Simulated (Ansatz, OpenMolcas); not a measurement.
**Worked example: the enthalpy of formation of OF2 (oxygen difluoride)**

The species is OF2 (3 atoms), meant as a singlet with charge 0. As SMILES, `FOF`. The coordinates come from a PBE0-D4/def2-TZVP relaxation.

```xyz
3

F     0.9533   -0.3400    0.4883
O     0.0005    0.5639    0.0620
F    -0.9538   -0.2240   -0.5503
```

Total energies at SVWN5/cc-pVTZ (OpenMolcas 26.06); the atoms run unrestricted:

```
species    state  energy (Eh)
    OF2  singlet  -272.997688
      F  doublet   -99.100791
      O  triplet   -74.521768
```

Harmonic wavenumbers at PBE0-D4/def2-TZVP, in cm⁻¹: 508, 948, 1066.

Measured heats of formation of the gaseous atoms at 298.15 K, in kJ/mol: F 79.4, O 249.2. Spin-orbit lowering of the atoms at 298 K (mean of the ground term's levels less their thermal mean, from spectra), in kJ/mol: F 1.29, O 0.40. Take 1 Eh = 2625.50 kJ/mol, 1 cm⁻¹ = 0.0119627 kJ/mol, RT = 2.479 kJ/mol.

Task: What heat of formation follows?

Result: 
1. Electronic atomisation energy: 2 × (-99.100791) + (-74.521768) − (-272.997688) = 0.274338 Eh = 720.3 kJ/mol.
2. Zero-point energy: half the sum of the wavenumbers, 1261 cm⁻¹ = 15.1 kJ/mol.
3. Thermal vibrational enthalpy, Σ hcν̃/(exp(hcν̃/kT) − 1): 0.8 kJ/mol. Translation, rotation and pV of a non-linear molecule: 4 RT = 9.9 kJ/mol.
4. The 3 free atoms carry 5/2 RT each: 18.6 kJ/mol.
5. Spin-orbit coupling lowers the free atoms by 2 × 1.29 + 0.40 = 3.0 kJ/mol.
6. Atomisation enthalpy at 298 K: 720.3 − 3.0 − 15.1 − 0.8 − 9.9 + 18.6 = 710.1 kJ/mol.
7. Sum of the atoms' heats of formation: 408.0 kJ/mol. Heat of formation: 408.0 − 710.1 = -302.1 kJ/mol.

The tabulated value is +24.7 kJ/mol (Active Thermochemical Tables), so this level is off by -326.8 kJ/mol, or 85.2 % of the atomisation enthalpy. The LDA overbinds, which puts heats of formation too low. Anharmonicity and any spin-orbit splitting of the molecule are left out.
